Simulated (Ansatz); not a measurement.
Results of LDA (plane waves, PAW; Ansatz, a first-principles code) for trigonal Te.

Run with plane-wave cutoff 520 eV, 12×12×6 k mesh (along the axes of the cell as run), Fermi–Dirac smearing 0.01 eV, scalar-relativistic PAW data made under PBE.

Equation-of-state points:

| V (Å³/atom) | E − E_lowest (meV/atom) | P (GPa) |
|---|---|---|
| 30.042 | 6.57 | 1.777 |
| 30.668 | 1.56 | 0.821 |
| 31.294 | 0.00 | 0.001 |
| 31.920 | 1.37 | -0.677 |
| 32.546 | 5.19 | -1.258 |

Q: Estimate the bulk modulus from the pressures at 30.668 and 31.920 Å³/atom, and compare it with a fit to all energies.

A: B = −V dP/dV. Between V = 30.668 and 31.920 Å³/atom, dP/dV = (-0.677 − (0.821))/(31.920 − 30.668) = -1.20 GPa per Å³/atom; at the midpoint 31.294 Å³/atom this gives B ≈ 37.4 GPa. The third-order Birch–Murnaghan fit gives V0 = 31.297 Å³/atom, B0 = 37.3 GPa, B′ = 7.4, which lies within 1 % of that estimate.

Shape and atoms are relaxed at each volume.

Measured, for comparison: bulk modulus 19 GPa (temperature not stated, no zero-point or thermal correction; as tabulated in Yi et al. (2018), arXiv:1712.00894). Computed (rounded) less measured: bulk modulus +96 % (against room or unstated temperature, where such soft solids are markedly softer).

Note: the gap of the solid is closed in this run; this level leaves the solid without a gap, although one is measured; the bulk modulus comes from volumes at which shape and atoms were relaxed.

Spin–orbit coupling is not included; it can open a gap where bands touch, and shift volumes and moduli.

Computed values are for the static lattice.

The result took about 12 core-minutes (a rough figure).
